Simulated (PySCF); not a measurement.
# ClH₆⁺: trigonal twist

Method: PBE0 in PySCF with Cl def2-TZVP, H def2-TZVP; no relativity; density-fitted integrals.

Rigid scan from the singlet minimum (Cl–H 1.379 Å (×6); H–Cl–H 90.0° (×12), H–Cl–H 180.0° (×3)). Coordinate: D3 path, twist of the two triangles (60 octahedral, 0 prismatic), bonds and polar angle fixed. Energies in kJ/mol from the minimum.

```
twist angle (°)  E (kJ/mol)
              0       464.7
             10       419.6
             20       313.0
             30       192.4
             40        90.0
             50        23.1
             60         0.0
```

With the bonds held, the prismatic shape lies 464.7 kJ/mol from the minimum.
